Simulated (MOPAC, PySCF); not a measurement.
BF₃, SMILES `FB(F)F`, neutral singlet in the gas phase. 

Cartesian coordinates (Å):
SMILES: FB(F)F
```xyz
4

F      1.1778    -0.6068    -0.0325
B      0.0000     0.0000    -0.0001
F     -1.1143    -0.7170     0.0296
F     -0.0635     1.3238     0.0030
```
Charge 0, spin multiplicity 1.

All levels are single points at this geometry (PBE-D3(BJ)/def2-TZVP); Pople sets use spherical d functions. Orbital energies aren't observables, and empty levels follow the basis.

```
level                          HOMO (eV)  LUMO (eV)  gap (eV)  dipole (D)  vertical IE, Delta-SCF (eV)
-----------------------------  ---------  ---------  --------  ----------  ---------------------------
PBE-D3(BJ)/def2-TZVP in PySCF     -10.01      -0.52      9.49        0.00                            –
B3LYP/6-311+G** in PySCF          -12.01      -0.52     11.49        0.00                            –
PBE/6-31G* in PySCF                -9.33       0.09      9.41        0.00                        13.98
SVWN5/6-31G* in PySCF              -9.55      -0.27      9.28        0.00                        14.28
HF/STO-3G in PySCF                -12.98       9.06     22.04        0.00                            –
PM7 in MOPAC                      -14.85      -0.80     14.04        0.00                            –
```
